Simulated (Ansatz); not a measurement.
# LiMgH (singlet): wave-function methods side by side at distance Li1–Mg2 = 4.361 Å, cc-pVTZ

How much of the correlation energy of LiMgH (singlet) does each wave-function method recover here?

Program: Ansatz 0.2.0, Gaussian basis. Level of theory: cc-pVTZ, core rule «outside noble gas», up to 6 orbitals frozen. These are calculated values, not measurements.

To be run: UHF; CCSD(T) on RHF; CCSD(T) on UHF; BCCD(T) on RHF; CCSDT(Q) on RHF; CCSDT(Q) on UHF; Full CI.

39 further runs of the same task are left out: 22 for a known fault of the program, 9 that didn't finish, 8 set aside as unsound or not needed. Runs told in other sessions of the task aren't counted.

## 1. The system

The geometry derives from a PBE0/def2-TZVP stationary point (not a proven minimum). One bond is set to the value named and the two fragments are kept rigid.

3 atoms, charge 0, spin multiplicity 1.

Atoms are counted from 1 here; the program's logs count them from 0.

Bond lengths: Mg2–H3 1.746 Å.

## 2. UHF

in.yaml reads:

```yaml
crystal:
  periodic: [false, false, false]
  atoms:
    - {symbol: Li, position_ang: [0.000000, 0.000000, 3.489433]}
    - {symbol: Mg, position_ang: [0.000000, 0.000000, -0.871567]}
    - {symbol: H, position_ang: [0.000000, 0.000000, -2.617867]}
basis:
  gaussian: {orbitals: cc-pVTZ}
magnetization: {spin_polarized: true, initial_magnetization: 0}
hamiltonian: {xc: hf}
output: {orbitals: {seedname: orbitals}}
```

The run is started by

```bash
> ansatz run in.yaml --threads 1 --pin off --events-out ev --progress --plain --max-ram 2393MiB
```

The runs that follow: CCSD(T) on RHF; CCSD(T) on UHF; BCCD(T) on RHF; CCSDT(Q) on RHF; CCSDT(Q) on UHF; Full CI.

Q: Predict the results of all the runs planned. Wanted: FCI from the RHF energy; RMP2 from FCI; UMP2 from FCI; RCCSD from FCI; RCCSD(T) from FCI; UCCSD(T) from FCI; RCCSDT(Q) from FCI; UCCSDT(Q) from FCI; T1 diagnostic.

**Answer**, as computed:

```
                         quantity                                                              value
          FCI from the RHF energy                                                         -2.0375 eV
                    RMP2 from FCI                                                         +584.2 meV
                    UMP2 from FCI                                                         +607.4 meV
                   RCCSD from FCI                                                          +57.2 meV
                RCCSD(T) from FCI                                                          +15.4 meV
                UCCSD(T) from FCI                                                          +33.4 meV
               RCCSDT(Q) from FCI                                                           +0.6 meV
               UCCSDT(Q) from FCI                                                           +1.5 meV
levels within 1 kcal/mol (43 meV)  RCCSD(T), UCCSD(T), BCCD(T), RCCSDT, UCCSDT, RCCSDT(Q), UCCSDT(Q)
                    T1 diagnostic                                                              0.033
   effectively unpaired electrons                                                               0.35
```

What this shows: RCCSD(T) lands +15.4 meV from the yardstick (0.8 % of the correlation energy). The occupations show static correlation (0.35 effectively unpaired electrons where one determinant has 0). These misses are within one basis, not against nature.
